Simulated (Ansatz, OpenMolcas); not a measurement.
**How basis sets differ on BNH3Cl (SMILES NBCl)**

BNH3Cl has 6 atoms, charge 0, and is taken as a singlet. As SMILES, `NBCl`. The shape is that of a PBE0-D4/def2-TZVP optimisation.

```xyz
6

N    -0.3956   -0.0078   -0.6580
B     0.3696   -0.1589    0.4837
Cl    0.5299    1.1893    1.6160
H    -0.5118   -0.7493   -1.3266
H    -0.8786    0.8445   -0.8882
H     0.9288   -1.1819    0.7271
```

Each level gives the HOMO–LUMO gap (eV). The values are calculated.

| level | kind | program | value (eV) | CPU time |
| --- | --- | --- | --- | --- |
| HF/STO-3G | Hartree–Fock | Ansatz | 18.15 | 0.21 s |
| HF/3-21G | Hartree–Fock | OpenMolcas | 16.11 | 1.8 s |
| HF/def2-SVP | Hartree–Fock | Ansatz | 15.89 | 1.2 s |
| HF/aug-cc-pVDZ | Hartree–Fock | Ansatz | 12.61 | 5.9 s |

The values span 12.61 to 18.15 eV. A Hartree–Fock LUMO above zero doesn't converge with the basis: it sinks as sets grow more diffuse. Orbital gaps aren't excitation energies. CPU times are rough (shared hosts, several kinds of processor): they show what a rung costs within a factor of a few.
